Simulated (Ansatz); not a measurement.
One change: `N[Si]N` becomes `C[Si]N`.

Ansatz, PBE0-D4/def2-TZVP geometries, multiplicity 1. Each molecule was computed in one conformer, which needn't be the lowest.

```csv
property,`N[Si]N`
HOMO–LUMO gap (PBE/def2-TZVPP) / eV,4.18
size of the dipole moment (B3LYP/def2-TZVPP) / D,2.13
vertical ionisation energy (CCSD(T)/CBS(def2)) / eV,8.84
zero-point energy (PBE0-D4/def2-TZVP) / kJ/mol,137.3
"ideal-gas entropy at 298 K and 1 bar (rigid rotor, harmonic PBE0-D4/def2-TZVP) / J/(mol·K)",275
HOMO energy (PBE/def2-TZVPP) / eV,-5.25
```

(1) What does the change do to each property? (Estimate.)

## Answers

(1) Ansatz gave: 
```tsv
property	`C[Si]N`	shift
HOMO–LUMO gap (PBE/def2-TZVPP) / eV	3.07	-1.11
size of the dipole moment (B3LYP/def2-TZVPP) / D	1.89	-0.24
vertical ionisation energy (CCSD(T)/CBS(def2)) / eV	8.46	-0.38
zero-point energy (PBE0-D4/def2-TZVP) / kJ/mol	163.5	26.2
ideal-gas entropy at 298 K and 1 bar (rigid rotor, harmonic PBE0-D4/def2-TZVP) / J/(mol·K)	297	22
HOMO energy (PBE/def2-TZVPP) / eV	-4.97	0.28
```

With PBE0 the HOMO rises by 0.31 eV and the LUMO falls by 0.81 eV, so the gap narrows by about 1.12 eV. PBE moves the HOMO by 0.28 eV and ωB97M-V by 0.34 eV. The zero-point energy changes by 26.2 kJ/mol with +3 modes. Dipoles are sizes alone; their direction can turn. Modes under 60 cm⁻¹, often nearly free rotors, make the harmonic entropy too high.

B3LYP here is the variant with VWN-RPA as its local correlation; programs differ in this.
